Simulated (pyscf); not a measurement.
H₂C=C=CH–F (SMILES C=C=CF) + H₂ (SMILES [H][H]) → H₂C=CH–CH₂–F (SMILES C=CCF), an addition across a multiple bond or ene-type step (singlet surface; H–H broken, C–H, C–H formed). Single points on ωB97X-D3(BJ)/def2-SVP structures (PySCF, gas phase). Energies in kcal/mol from the separated reactants.

Small-basis levels: PySCF, no dispersion term, spherical d functions. AM1 to PM7: differences of heats of formation from MOPAC, which are fitted to 298 K values and so differ in kind from electronic energies by zero-point and thermal terms. GFN2-xTB: tblite. Cost: rough CPU time at the saddle relative to B3LYP/6-31G*, from one job on a shared machine.

```
level                      barrier  reaction energy        cost
----------------------  ----------  ---------------  ----------
HF/STO-3G                    110.2            -73.4        0.03
HF/3-21G                      85.7            -55.2        0.05
HF/6-31G*                     82.2            -57.0        0.07
MP2/6-31G*                    66.8            -51.2        0.08
BP86/6-31G*                   51.7            -45.6           1
B3LYP/3-21G                   61.4            -48.2         0.7
B3LYP/LANL2DZ                 61.6            -51.5         0.8
B3LYP/6-31G*                  59.8            -48.4           1
B3LYP/6-311+G**               58.1            -47.3           2
GFN2-xTB                      51.5            -52.4  under 0.02
AM1                     (withheld)            -37.1  under 0.02
PM6                     (withheld)             -8.4  under 0.02
ωB97M-D3(BJ)/def2-TZVP  (withheld)            -50.7           –
```

Task: Fill in the missing entries.

Result: 
- AM1, barrier: 74.4
- PM6, barrier: 82.5
- ωB97M-D3(BJ)/def2-TZVP, barrier: 57.5

Against the last row the barrier runs from -6.0 (GFN2-xTB) to +52.6 kcal/mol (HF/STO-3G). ωB97M-D3(BJ)/def2-TZVP has limits of its own. One saddle was located; it need not be the lowest between these sides.
